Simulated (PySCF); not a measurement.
**Basis-set dependence of excited states**

Thiazole, C3H3NS.
Atom-mapped SMILES: `[cH:1]1[cH:2][s:3][cH:4][n:5]1` (hydrogens: H6 on C1; H7 on C2; H8 on C4)

Structure used (PBE0-D3(BJ)/def2-SVP), in Å, numbered top down from 1:
```
atom  x, y, z in Å
C1    -0.6163   -0.4773    0.5919
C2    -0.9521    0.5384   -0.2624
S3     0.4435    1.0574   -1.1162
C4     1.3697   -0.1286   -0.2611
N5     0.6974   -0.8461    0.5842
H6    -1.3186   -0.9878    1.2533
H7    -1.9264    0.9952   -0.4270
H8     2.4410   -0.2367   -0.4464
```

TDDFT with PBE0 (PySCF), vertical singlets, core orbitals frozen in the response, spherical d and f functions. Geometry: PBE0-D3(BJ)/def2-SVP; no solvent, vibrations or thermal averaging.

```csv
basis,functions,diffuse,S1 (eV),S2 (eV),S3 (eV),S4 (eV),S5 (eV),LUMO (eV),α (au)
6-31G*,80,no,5.49,5.91,6.29,6.60,7.14,-0.56,46.1
def2-SVP,89,no,5.38,5.92,6.60,6.77,7.33,-0.75,46.0
6-31+G*,100,yes,5.47,5.79,6.06,6.48,6.64,-0.88,54.2
def2-SVPD,131,yes,5.41,5.76,6.16,6.43,6.99,-0.93,56.8
aug-cc-pVDZ,146,yes,5.45,5.72,6.11,6.36,6.40,-0.90,58.4
def2-TZVP,179,no,5.41,5.71,6.18,6.39,6.99,-0.86,54.2
def2-TZVPD,221,yes,5.40,5.67,5.95,6.34,6.60,-0.92,58.5
```

Question: How much do these states and the polarisability depend on the basis?

Answer: States are compared by their number. Against the largest diffuse basis here (def2-TZVPD, itself not a converged limit), sets without diffuse functions differ by up to 0.09 eV in S1 and 0.72 eV in S5; the smaller diffuse sets differ by up to 0.07 and 0.39 eV. State by state, the largest deviation of a set without diffuse functions is S1 0.09, S2 0.25, S3 0.65, S4 0.43, S5 0.72 eV. The same number needn't mean the same state in each row. Against def2-TZVPD the polarisability deviates by -21% in 6-31G*, -21% in def2-SVP, -7% in 6-31+G*, -3% in def2-SVPD, 0% in aug-cc-pVDZ, -7% in def2-TZVP. A single + in a Pople set puts diffuse functions on heavy atoms only.
